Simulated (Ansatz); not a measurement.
## Structure relaxation of Ag3F

These are results of DFT PBE, scalar-relativistic, plane waves, PAW in Ansatz, not measurements. Cutoff 420 eV, Γ-centred k mesh, Gaussian smearing, no spin polarisation in the final step.

This is the end of a relaxation of cell and atoms.

```
Ag F
1.0
     5.79728    0.00000    0.00000
    -2.89864    5.02059    0.00000
     0.00000    0.00000    4.56750
Ag F
6 2
Direct
  0.33500 0.16750 0.75000
  0.83250 0.16750 0.75000
  0.83250 0.66500 0.75000
  0.66500 0.83250 0.25000
  0.16750 0.83250 0.25000
  0.16750 0.33500 0.25000
  0.66667 0.33333 0.25000
  0.33333 0.66667 0.75000
```

The zero of energy is the elements' standard structures at the same level (F₂ as a molecule); no fitted shifts are applied.

(1) What space group does it have?

(2) What is its formation energy per atom?

(3) Is it a metal?

Results:

(1) P6_3/mmc (No. 194). Conventional cell: a = 5.797 Å, c = 4.567 Å. Ag has 4 F at 2.83–2.90 Å and 8 Ag at 2.84–2.91 Å; F is coordinated by 12 Ag at 2.83–2.90 Å.

(2) -0.31 eV/atom.

(3) Yes, bands cross the Fermi level on the 6×6×8 mesh.

The final run used a 6×6×8 mesh on its 8-atom cell and 0.10 eV smearing. For metals, differences of a few meV/atom aren't resolved.

Cost: 2 runs of about 1.8 core-minutes in all, on Arm Neoverse V1 (shared hosts).